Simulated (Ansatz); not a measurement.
# OF₂ (singlet): from Hartree-Fock to the top rungs, cc-pVDZ

The task here is to estimate one member of a computed series from the others.

The runs use Ansatz 0.2.0, Gaussian basis; cc-pVDZ, core rule «outside noble gas», up to 3 orbitals frozen.

The runs, in order: UHF; CCSD(T) on RHF; BCCD(T) on RHF; CISD; CCSDT(Q) on RHF; CASSCF and MRCISD+Q, 16 electrons in 10 orbitals; CASSCF and NEVPT2, 16 electrons in 10 orbitals.

15 further runs of the same task are left out: 4 that didn't finish, 11 set aside as unsound or not needed.

## The system

The geometry is a PBE0/def2-TZVP stationary point (not a proven minimum).

3 atoms, charge 0, spin multiplicity 1.

Atoms are counted from 1 here; the program's logs count them from 0.

Bond lengths: F1–O2 1.381 Å, O2–F3 1.381 Å. Angles: F1–O2–F3 103.9°.

Coordinates:

```xyz
3
charge 0, multiplicity 1
F     0.0000   -0.2521    1.0873
O     0.0000    0.5988    0.0000
F     0.0000   -0.2521   -1.0873
```

Set-up of the first run:

The input, in.yaml:

```yaml
crystal:
  periodic: [false, false, false]
  atoms:
    - {symbol: F, position_ang: [0.000000, -0.252138, 1.087310]}
    - {symbol: O, position_ang: [0.000000, 0.598800, 0.000000]}
    - {symbol: F, position_ang: [0.000000, -0.252138, -1.087310]}
basis:
  gaussian: {orbitals: cc-pVDZ}
magnetization: {spin_polarized: true, initial_magnetization: 0}
hamiltonian: {xc: hf}
output: {orbitals: {seedname: orbitals}}
```

Command:

```console
$ ansatz run in.yaml --threads 1 --pin off --events-out ev --progress --plain --max-ram 2393MiB
```

Among the steps run: UHF; CCSD(T) on RHF; BCCD(T) on RHF; CISD; CCSDT(Q) on RHF; CASSCF and MRCISD+Q, 16 electrons in 10 orbitals; CASSCF and NEVPT2, 16 electrons in 10 orbitals.

One of the session's tables, all rows but one given; the rest of the session is left out.

| method | from RCCSDT(Q) (meV) |
| --- | --- |
| RHF | +16476.1 |
| RMP2 | +785.8 |
| CISD | +2080.9 |
| RCCSD | +492.0 |
| RCCSD(T) | +81.7 |
| BCCD(T) | +81.2 |
| RCCSDT | +67.2 |
| RCCSDT(Q) | 0 |
| CASSCF valence | +13094.3 |
| NEVPT2 valence | +1382.5 |
| MRCISD valence | ? |
| MRCISD+Q valence | +179.1 |

Q: Estimate the row for MRCISD valence from the others.

As computed: from RCCSDT(Q) (meV): +1162.4. In the column «from RCCSDT(Q) (meV)» it lies between RMP2 (+785.8) and NEVPT2 valence (+1382.5).

With the free atoms at the same levels and basis (separate runs), the atomisation energy is 2.904 eV at RCCSDT(Q), 2.837 eV at RCCSD(T), -2.062 eV at RHF.
